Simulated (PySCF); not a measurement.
Species: trimethylphosphine, C3H9P.
SMILES with atom numbers: `[CH3:1][P:2]([CH3:3])[CH3:4]` (hydrogens: H5, H6, H7 on C1; H8, H9, H10 on C3; H11, H12, H13 on C4)

Structure used (PBE0-D3(BJ)/def2-SVP), in Å, numbered top down from 1:
```xyz
13
C3H9P angstrom
C     -0.4996    1.5176    0.3906
P     -0.1545   -0.2029    0.9776
C      1.5629   -0.4045    0.3192
C     -1.0833   -1.1493   -0.3130
H     -0.2742    1.6532   -0.6804
H      0.1022    2.2321    0.9729
H     -1.5596    1.7588    0.5634
H      1.6397   -0.1464   -0.7503
H      1.8887   -1.4469    0.4569
H      2.2525    0.2364    0.8895
H     -0.8233   -0.8344   -1.3377
H     -0.8698   -2.2238   -0.2069
H     -2.1648   -1.0095   -0.1626
```

Method: core-valence-separated Tamm–Dancoff BHandHLYP/aug-pcX-1 (pcseg-1 on H, def2-SVPD on P) in PySCF, non-relativistic, gas phase, PBE0-D3(BJ)/def2-SVP geometry. Absolute energies from this functional tend to lie a few eV below measured edges; no shift was applied.

The lowest roots of each edge with f over 0.003 (five at most, numbered afresh; weaker and dark ones are left out), with transition dipoles (au) in the frame of the coordinates:

```
root  edge  E (eV)       f       μx       μy       μz
   1     C  285.50  0.0090   0.0095  -0.0346  -0.0011
   2     C  285.50  0.0095  -0.0345  -0.0094  -0.0089
   3     C  286.03  0.0127  -0.0415  -0.0083  -0.0052
   4     C  286.03  0.0153  -0.0129   0.0330   0.0305
   5     C  286.03  0.0777  -0.0129  -0.0321   0.0994
```

**Question.** Molecules are fixed in this frame and the field points along z. What effective strengths 3 f cos²θ do the roots have (θ between field and μ)?

**Answer.** root 1 (C1/C3/C4): 0.000, root 2 (C1/C3/C4): 0.002, root 3 (C1/C3/C4): 0.001, root 4 (C1/C3/C4): 0.020, root 5 (C1/C3/C4): 0.208. Root 5 is the strongest. Averaged over all orientations cos²θ is 1/3, which gives f back. For degenerate partners only the sum has meaning, as the program may mix them freely.

